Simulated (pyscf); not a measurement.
# Four-centre exchange: `[F][SiH]` [singlet] + `[FH]` -> `[F][SiH]` [singlet] + `[FH]`

Gas phase, singlet surface, charge 0. Bonds broken: Si1–F2, F4–H5. Bonds formed: Si1–F4, F2–H5. Single points on ωB97X-D3(BJ)/def2-SVP structures (PySCF, gas phase). Correlated levels are frozen-core, on RHF or UHF. ΔMP2 is the change of the MP2 total energy from the triple- to the quadruple-zeta basis.

Transition state (Å):

```xyz
5

Si    -0.0575     1.2360     0.0226
F      1.0544     0.5570    -1.3427
H      0.7457     0.5090     1.0976
F     -0.7520    -0.3912    -0.6346
H      0.2162    -0.2419    -1.2567
```

One imaginary mode, 604i cm⁻¹; descent along it reached the two sides named, in the forms told below.

| bond | change | reactant side (Å) | saddle | product side |
|---|---|---|---|---|
| Si1–F2 | breaks | 1.684 | 1.887 | 2.262 |
| F4–H5 | breaks | 0.941 | 1.160 | 1.891 |
| Si1–F4 | forms | 2.265 | 1.887 | 1.685 |
| F2–H5 | forms | 1.887 | 1.161 | 0.941 |

Electronic energies relative to the separated reactants (kJ/mol):

```tsv
level	barrier	reaction energy	reverse barrier
ωB97X-D3(BJ)/def2-TZVP	11.2	0.0	11.2
PBE/def2-TZVP	-5.6	0.0	-5.6
r²SCAN/def2-TZVP	-1.8	0.0	-1.8
B3LYP-D3(BJ)/def2-TZVP	12.4	0.0	12.4
PBE0-D3(BJ)/def2-TZVP	4.1	0.0	4.1
M06-2X/def2-TZVP	9.4	0.0	9.4
ωB97M-D3(BJ)/def2-TZVP	11.2	0.0	11.2
HF/def2-TZVP	72.8	0.0	72.8
MP2/def2-QZVPP	19.5	0.0	19.5
CCSD/def2-TZVPP	33.6	0.0	33.6
CCSD(T)/def2-TZVPP	24.7	0.0	24.7
CCSD(T)/def2-TZVPP + ΔMP2(QZVPP)	25.7	0.0	25.7
```

With CCSD(T)/def2-TZVPP + ΔMP2(QZVPP) energies and thermal terms (ideal gas, 1 atm, RRHO with modes under 100 cm⁻¹ raised to 100, one conformer, R ln 2 for chiral ones without a mode under 150 cm⁻¹), in kJ/mol:

| T (K) | ΔH‡ | ΔG‡ | ΔH | ΔG |
|---|---|---|---|---|
| 298 | 23.1 | 66.5 | 0.0 | 0.0 |
| 600 | 20.7 | 111.7 | 0.0 | 0.0 |
| 900 | 21.1 | 157.2 | 0.0 | 0.0 |
| 1200 | 22.6 | 202.4 | 0.0 | 0.0 |

On the reactant side the descent ends in a complex, 27.6 kJ/mol under the separated species and 38.8 kJ/mol under the saddle at ωB97X-D3(BJ)/def2-TZVP. On the product side the descent ends in a complex, 27.6 kJ/mol under the separated species and 38.7 kJ/mol under the saddle at ωB97X-D3(BJ)/def2-TZVP. At PBE, r²SCAN the saddle lies under the separated reactants, which points to a path from their complex (located at ωB97X-D3(BJ) alone). At PBE, r²SCAN the saddle lies under the separated products, which points to a path from their complex (located at ωB97X-D3(BJ) alone). This is the saddle that the search found; another between the same sides may lie lower. The CCSD(T) − MP2 part came from Ansatz, without density fitting, on the same reference.
